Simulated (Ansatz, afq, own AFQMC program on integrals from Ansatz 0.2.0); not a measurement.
Two steps: Ansatz 0.2.0 writes the Fock matrix and Cholesky factors of the valence space, and afq projects on them the lowest state that overlaps trial and start.

```yaml
crystal:
  periodic: [false, false, false]
  atoms:
    - {symbol: Mn, position_ang: [0.000000, 0.000000, 0.000000]}
basis:
  gaussian: {orbitals: def2-TZVPP}
magnetization: {spin_polarized: true, initial_magnetization: 5}
correlation: {method: ccsd_t, electrons: outside_noble_gas, hamiltonian_folder: ham}
```

```sh
$ ansatz run in.yaml --threads 1 --pin off --events-out ev --progress --plain --max-ram 16896MiB --backend cuda --devices 0, --max-vram 18GiB
```

Options of the walk:

```
--method phaseless --trial hf --walkers 4000 --populations 20 --least-time 40 --time-step 0.005 --steps-per-block 20 --equilibration-blocks 160 --max-blocks 4000 --target-error 0.00048 --factor-cut 1e-05 --start spin_pure --seed 8815 --taylor-order 6
```

Times are imaginary, in 1/Eh. The walk had a cap of 71 s. With eight or more populations the least sampling time is a fifth of least-time, and the error comes from their spread.

Output of the walk:

```
orbitals 55  electrons 6 1  factors 432 of 455
reference energy -1149.84678949 Eh
CCSD correlation -0.13127996 Eh in 11 cycles, weight of the determinant in the CISD state 0.9156
energy of the start -1149.846946 Eh
 block  time / (1/Eh)  mean weight  energy / Eh
     1     0.100  1.0010  -1149.893561
     2     0.200  1.0013  -1149.917089
     3     0.300  1.0011  -1149.928732
     4     0.400  1.0010  -1149.937558
     5     0.500  1.0007  -1149.943602
    10     1.000  1.0005  -1149.959712
    31     3.100  0.9997  -1149.974944
    37     3.700  1.0000  -1149.979137
    67     6.700  0.9995  -1149.976888
    97     9.700  1.0001  -1149.982432
   127    12.700  1.0000  -1149.981506
   157    15.700  0.9996  -1149.983810
   181    18.100  0.9997  -1149.987243
   187    18.700  1.0003  -1149.981616
   217    21.700  1.0003  -1149.982094
   247    24.700  1.0002  -1149.979632
   277    27.700  1.0001  -1149.976780
error from the spread of 20 populations
energy -1149.980599 +/- 0.000580 Eh
(rows thinned)
```

The run passed its tests (sampling time, drift between the halves within three errors, error under three times the target), which doesn't prove that it has relaxed, ending at its cap on processor time. The second half of the sampling lies above the first by 2.7 errors of their difference, so the energy may still be moving and its error bar be too small.

Against this walk (error 15.8 meV) on the same determinant: CCSD(T) 31.0 meV lower (within the noise), CCSDT(Q) 46.1 meV lower, a separate phaseless walk with a CISD trial and standard settings 36.8 ± 15.9 meV lower. The error is statistical and leaves out the bias of the constraint.

Cautions: constraint bias not in the error; error above the target (15.8 against 13.1 meV); no relativity below Rb; outer-core shells of the metal frozen.

The walk took 71 s on 1 × NVIDIA H100 80GB HBM3 with 2 threads of AMD EPYC 7R13 Processor (Zen 3), on a shared host (the card was shared). The log's last line is the phaseless energy.

CCSDT and higher add their correlation energy to the determinant of the CCSD(T) run, since their own runs factorise the integrals more tightly (a shift of under 2 meV). A walk keeps the symmetry of its determinant, which the program's search chose and which needn't be the lowest solution, so a lower state of the same spin and another symmetry isn't excluded.
